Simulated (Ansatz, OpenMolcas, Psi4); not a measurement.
SiO2 (silicon dioxide molecule): methods side by side

SiO2: 3 atoms, total charge 0, spin state singlet. As SMILES, `O=[Si]=O`. The coordinates come from a PBE0-D4/def2-TZVP relaxation.

```
atom    x (Å)    y (Å)    z (Å)
   O   0.6977   1.2296   0.5188
  Si   0.0000   0.0000   0.0000
   O  -0.6977  -1.2296  -0.5188
```

Quantity: the vertical ionisation energy (to the doublet cation), in eV. The values are calculated.

| level | kind | program | value (eV) | less CCSD(T)/cc-pVTZ | CPU time (all runs) |
| --- | --- | --- | --- | --- | --- |
| SVWN5/cc-pVTZ | LDA | Psi4 | 12.57 | -0.05 | 76 s |
| revPBE/cc-pVTZ | GGA | Psi4 | 12.13 | -0.49 | 44 s |
| TPSS/cc-pVTZ | meta-GGA | Psi4 | 12.17 | -0.45 | 2.2 min |
| TPSSh/cc-pVTZ | hybrid meta-GGA | Psi4 | 12.26 | -0.36 | 96 s |
| HSE06/cc-pVTZ | range-separated hybrid | Psi4 | 12.41 | -0.21 | 1.8 min |
| DSD-PBEP86/cc-pVTZ (density fitting for correlation) | double hybrid | Psi4 | 13.01 | +0.39 | 58 s |
| RPA@PBE0/cc-pVTZ | RPA | Ansatz | 12.48 | -0.14 | 78 s |
| MP2/cc-pVTZ | perturbation theory | Ansatz | 13.11 | +0.49 | 44 s |
| CCSD(T)/cc-pVTZ, open shells restricted | coupled cluster or CI | OpenMolcas | 12.62 | 0.00 | 1.8 min |
| FCI/STO-3G | exact in the basis | Ansatz | 6.15 | -6.47 | 3 s |

Differences are taken from CCSD(T)/cc-pVTZ, open shells restricted for orientation; it has basis-set and higher-order errors of its own. The values span 6.15 to 13.11 eV. Spin contamination of the reference (⟨S²⟩ at least 0.1 too high) touches DSD-PBEP86/cc-pVTZ. High-level rows in very small sets aren't better than simpler rows in larger ones. CPU times are rough (shared hosts, several kinds of processor and program).
